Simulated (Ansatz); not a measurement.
Input file for Ansatz (a quantum-chemistry and plane-wave program): R-B2PLYP/def2-TZVPPD on PH3 (SMILES P). Files ending in .json are basis or fitting sets from the Basis Set Exchange.

Ansatz 0.2 input:
```yaml
crystal:
  periodic: [false, false, false]
  atoms:
    - {symbol: P, position_ang: [0.00000000, 0.00000000, 0.12641100]}
    - {symbol: H, position_ang: [1.19133900, 0.00000000, -0.63205600]}
    - {symbol: H, position_ang: [-0.59566900, -1.03173000, -0.63205600]}
    - {symbol: H, position_ang: [-0.59566900, 1.03173000, -0.63205600]}
basis:
  gaussian:
    orbitals: def2-TZVPPD.json
hamiltonian:
  xc: {name: B2PLYP}
magnetization: {spin_polarized: false}
correlation: {electrons: outside_noble_gas}
scf: {lower_state_search: off}
```

Program output:

```
WARN ansatz: RAYON_NUM_THREADS=1 ignored (pool sized by the plan → 1); use --threads N
Functional definition: B2PLYP
these checks for a lower state are left out or cut short: stability, starts, cluster_reference, orbital_swaps, neighbouring_geometries, increment
integrals: 0.05 GiB planned
541 factors; integrals over basis functions are off by at most 8.3e-4 eV
mean field: 0.23 GiB planned
mean field evaluation 1: about -9332.2928 eV, gradient 8.6e0 eV
mean field evaluation 2: about -9332.2930 eV, gradient 8.6e0 eV
mean field evaluation 4: about -9332.5728 eV, gradient 6.5e-1 eV
mean field evaluation 8: about -9332.5748 eV, gradient 7.9e-3 eV
mean field evaluation 16: about -9332.5748 eV, gradient 1.4e-6 eV
mean field -9332.57483394 eV, -342.9657993008 hartree, gradient 1.4e-6 eV, S^2 0.000000; 0 other end points of the search recorded, 0 dependent functions left out
5 core orbitals not correlated
reference -9332.57495810 eV, -342.9658038637 hartree; 4, 4 occupied and 90, 90 virtual orbitals, 541 factors
second order -5.74021790 eV of doubles, -0.00000000 eV of singles
Total energy: -9334.12481693 eV, -343.0227601252 hartree
Checks for a lower state left out: stability, starts, cluster_reference, orbital_swaps, neighbouring_geometries, increment
```

The run converged.

Cost: roughly 0.8 core-seconds.
